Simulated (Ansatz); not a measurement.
**Nb: from a trial structure to a relaxed crystal**

Computed with DFT PBEsol, scalar-relativistic, plane waves, PAW in Ansatz. Cutoff 420 eV, Γ-centred k mesh, Gaussian smearing, no spin polarisation in the final step.

Nb was placed on the alpha-boron structure type (R-3m, No. 166), at a guessed volume.

```xyz
12
Lattice="3.4049 1.9658 5.8067 -3.4049 1.9658 5.8067 0.0000 -3.9316 5.8067" Properties=species:S:1:pos:R:3 pbc="T T T"
Nb   -2.1908    1.2648    3.9136
Nb    0.0000   -2.5297    3.9136
Nb    2.1908    1.2648    3.9136
Nb    2.1908   -1.2648   13.5063
Nb   -2.1908   -1.2648   13.5063
Nb    0.0000    2.5297   13.5063
Nb   -1.3940    0.8048    6.2303
Nb    0.0000   -1.6097    6.2303
Nb    1.3940    0.8048    6.2303
Nb    1.3940   -0.8048   11.1897
Nb   -1.3940   -0.8048   11.1897
Nb    0.0000    1.6097   11.1897
```

Cell and atoms relax at zero pressure; the relaxation can't lower the symmetry of the start. After a coarse first stage the cell is made exact in the group found at 0.06 Å.

Energies count from the standard state of Nb at the same level.

(1) What does it relax into?

(2) What are its volume, energy, density and gap?

## Answers

(1) It keeps R-3m (No. 166), but not the shape of the type it started on. Conventional cell: a = 5.514 Å, c = 28.541 Å. Nb on Wyckoff site h (6 atoms of the primitive cell) is coordinated by 7 Nb at 2.67–2.78 Å; Nb on Wyckoff site h (6 atoms of the primitive cell) is coordinated by 8 Nb at 2.72–2.82 Å.

```cif
data_structure
_symmetry_space_group_name_H-M 'R-3m:H'
_symmetry_Int_Tables_number 166
_cell_length_a 5.5137
_cell_length_b 5.5137
_cell_length_c 28.5412
_cell_angle_alpha 90.000
_cell_angle_beta 90.000
_cell_angle_gamma 120.000
_cell_volume 751.42
loop_
_atom_site_label
_atom_site_type_symbol
_atom_site_symmetry_multiplicity
_atom_site_Wyckoff_symbol
_atom_site_fract_x
_atom_site_fract_y
_atom_site_fract_z
_atom_site_occupancy
Nb1 Nb 18 h 0.16803 0.83197 0.88012 1
Nb2 Nb 18 h 0.50213 0.49787 0.70719 1
```

(2) The volume per atom is 20.87 Å³ and the density is 7.39 g/cm³. The energy over the standard structure is 1.05 eV/atom and the gap on the 9×9×9 mesh is 0 eV (a metal).

The final run used a 9×9×9 mesh on its 12-atom cell and 0.10 eV smearing. For metals, differences of a few meV/atom aren't resolved. A structure relaxed within its symmetry needn't be a true minimum. The steps took of the order of 12 core-minutes in all.